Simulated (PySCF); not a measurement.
# HSClO₂: magnetic properties

Programs: PySCF 2.14.0, with routines of our own; each step states its level. All values are computed. Atoms count from 0.

## Step 1: The starting structure

5 atoms, charge 0, multiplicity 1; geometry from: GFN2-xTB.

## Step 2: Magnetic properties: GIAO KT3/aug-pcSseg-1

The job: settings as JSON, then the geometry in Å.

```
{"job": {"kind": "mag", "xc": "KT3", "basis": "aug-pcSseg-1", "isotopologues": 4}, "charge": 0, "multiplicity": 1}
O     -0.569876     1.265200    -0.601794
S     -0.168895     0.007157    -0.079143
O     -0.644473    -1.206235    -0.643202
Cl     1.868491    -0.057400     0.021760
H     -0.476625    -0.005871     1.285194
```

Method: GIAO KT3/aug-pcSseg-1 magnetisability, rotational g tensor and spin-rotation constants, non-relativistic, gas phase.

Launch:

```sh
> OMP_NUM_THREADS=1 python excited_run.py task.json out
```

One launch serves the whole session: the jobs run in the order shown.

**Question.** How long does this first job take on 1 thread of Intel Xeon 6975P-C, shared host, and how much memory does it need?

About 6.9 s, with a peak of 0.47 GiB.
